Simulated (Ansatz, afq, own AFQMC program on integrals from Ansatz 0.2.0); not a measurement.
# BSiH₂, quartet in cc-pVDZ, levels against CCSDT(Q)

```xyz
4

Si    0.0000    0.0000    0.8789
B     0.0000    0.0000   -1.8441
H     0.0000   -1.0760   -2.3552
H     0.0000    1.0760   -2.3552
```

Connectivity, by distances: Si ··· BH2.

Basis cc-pVDZ. Only valence electrons are correlated. Integrals, coupled cluster, full CI and functionals: Ansatz 0.2.0; the random walks run on the same integrals in our own AFQMC program. ph-AFQMC/CISD is guided by a CISD state made of CCSD amplitudes; releasing the constraint for a short imaginary time cuts its bias at the price of noise, slowly where states lie close. Uncertainties: one standard error, sampling alone.

Determinant: UHF, the one that the program's search chose, which needn't be the lowest solution. The geometry is a point of a scan.

No full CI on the walks' own integrals is used here; CCSDT(Q) serves as the reference and is uncertain by about the last step of the cluster series.

Cautions: lower spins were not checked; higher spins were not checked; raised T1 diagnostic (T1 0.043, weight of the determinant 0.85, largest double 0.10).

The T1 diagnostic is 0.0433 and the weight of the determinant in the CISD state is 0.855. The ⟨S²⟩ of the determinant is 3.770. The size of the correlated space is 9 electrons in 36 orbitals.

```
  level  correlation energy (eV)
    MP2                  -3.3459
   CCSD                  -4.4252
CCSD(T)                  -4.5547
```

Problem. Estimate where phaseless AFQMC with a CISD trial lies against CCSD(T) on the same integrals.

Solution. 2.8 ± 1.5 kJ/mol below CCSD(T). The gap is under twice the noise, so this walk alone can't tell the two apart.

Reference: CCSDT(Q), correlation energy -4.621 eV. The released energy is read at 2.40 1/Eh (meV from the phaseless value at times in 1/Eh: -21 ± 17 at 0.24, -21 ± 18 at 0.51, -43 ± 18 at 0.99, -13 ± 17 at 1.62, -35 ± 18 at 2.40).

```csv
level,E − E(reference) (kJ/mol),share of correlation (%)
CCSD(T),6.4,98.57
CCSDT,1.1,99.76
ph-AFQMC/CISD,3.6 ± 1.5,99.20
released AFQMC,0.2 ± 1.8,99.95
```

A walk keeps the symmetry of its determinant, which the program's search chose and which needn't be the lowest solution, so a lower state of the same spin and another symmetry isn't excluded. Released energies are given only where the last usable release times agree within the noise; a slower fall can still hide under it.
